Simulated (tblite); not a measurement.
Species: C5H9N.
Z-matrix (Å and degrees, GFN2-xTB geometry), rows numbered from 1:
```
C 
C   1  1.3298
N   2  1.3683  1  125.57
C   3  1.4541  2  126.23  1    23.67
C   4  1.5351  3   89.01  2   149.15
C   3  1.4543  2  126.16  1   152.85
H   1  1.0755  2  121.93  3    -2.63
H   1  1.0736  2  121.05  3   175.96
H   2  1.0831  1  121.13  3  -176.50
H   4  1.0925  3  113.34  2   -92.55
H   4  1.0958  3  113.64  2    32.73
H   5  1.0864  4  115.53  3  -124.43
H   5  1.0864  4  113.82  3   107.48
H   6  1.0934  3  113.28  2    92.51
H   6  1.0958  3  114.20  2   -33.07
```

Method: GFN2-xTB as coded in tblite; computed harmonic values from a numerical Hessian at the method's own geometry, unscaled. Errors from tens to a few hundred cm⁻¹ against measured bands are possible. One conformer, not necessarily the lowest.

Harmonic wavenumbers (cm⁻¹): 106.0, 156.4, 212.5, 244.7, 502.0, 643.3, 666.8, 786.3, 789.0, 853.1, 910.6, 986.0, 1014.5, 1029.3, 1063.6, 1084.1, 1095.9, 1163.1, 1166.6, 1186.9, 1239.5, 1251.5, 1261.2, 1300.8, 1336.9, 1430.8, 1466.6, 1480.8, 1494.5, 1701.6, 2899.9, 2902.5, 2946.2, 2954.7, 3030.6, 3035.5, 3046.9, 3122.8, 3154.2.

A = 9303, B = 2611, C = 2154 MHz; mass 83.073 u (most abundant isotopes); point group C1, symmetry number 1.

Zero-point energy?

½Σν̃ = 28359 cm⁻¹ = 81.08 kcal/mol.

Entropy at 350 K, 1 bar (ideal gas, RRHO, classical rotation)?

Translation 39.99, rotation 26.70, vibration 15.68: S = 82.4 cal/(mol K).

And Cp and H(350 K) − H(0)?

Cp = 28.89 cal/(mol K), of which vibrations give 20.94 (their classical limit is 39 R = 77.5); H(350 K) − H(0) = 5.95 kcal/mol without the zero-point energy, 3.17 from vibrations.

How do the functions run with temperature in this model?

```json
{"T (K)": "150", "S (cal/(mol K))": "65.1", "Cp (cal/(mol K))": "15.1", "H − H(0) (kcal/mol)": "1.68", "G − H(0) (kcal/mol)": "-8.09", "ln q(vib)": "0.96"}
{"T (K)": "250", "S (cal/(mol K))": "74.1", "Cp (cal/(mol K))": "21.0", "H − H(0) (kcal/mol)": "3.46", "G − H(0) (kcal/mol)": "-15.06", "ln q(vib)": "2.10"}
{"T (K)": "298.15", "S (cal/(mol K))": "78.1", "Cp (cal/(mol K))": "24.7", "H − H(0) (kcal/mol)": "4.56", "G − H(0) (kcal/mol)": "-18.72", "ln q(vib)": "2.68"}
{"T (K)": "400", "S (cal/(mol K))": "86.5", "Cp (cal/(mol K))": "32.9", "H − H(0) (kcal/mol)": "7.49", "G − H(0) (kcal/mol)": "-27.10", "ln q(vib)": "4.00"}
{"T (K)": "600", "S (cal/(mol K))": "102.5", "Cp (cal/(mol K))": "46.1", "H − H(0) (kcal/mol)": "15.47", "G − H(0) (kcal/mol)": "-46.02", "ln q(vib)": "6.88"}
{"T (K)": "900", "S (cal/(mol K))": "123.8", "Cp (cal/(mol K))": "59.0", "H − H(0) (kcal/mol)": "31.40", "G − H(0) (kcal/mol)": "-80.05", "ln q(vib)": "11.42"}
```

q(vib) and H(0) count from the zero-point level.

Which modes carry the vibrational entropy at 350 K?

106.0 cm⁻¹: 3.65; 156.4 cm⁻¹: 2.90; 212.5 cm⁻¹: 2.32; 244.7 cm⁻¹: 2.06; 502.0 cm⁻¹: 0.87; 643.3 cm⁻¹: 0.55 cal/(mol K); the other 33 give 3.34 together.

Blend soft modes into free rotors: weight 1/[1 + (100 cm⁻¹/ν̃)⁴] for the oscillator and the rest for a rotor with moment μB/(μ + B), μ = h/(8π²ν), B = 10⁻⁴⁴ kg m². What vibrational entropy results?

15.32 cal/(mol K) in place of 15.68, which changes −T·S at 350 K by +0.12 kcal/mol.

What must be added to the electronic energy to get the Gibbs energy at 350 K and 1 bar?

ZPE + [H(350 K) − H(0)] − T·S = 81.08 + 5.95 − 28.83 = 58.20 kcal/mol.

Hindered rotation and anharmonicity are outside this model. Other conformers, if any are populated, would add a mixing term that is left out. The structure is chiral; the term R ln 2 for an equal mix with its mirror image is left out.

Hardware: an Arm Neoverse V1 with one thread, shared host with 32 logical CPUs at a one-minute load of 15. Cost: 0.32 s of wall time. This covers the Hessian and the dipole derivatives.
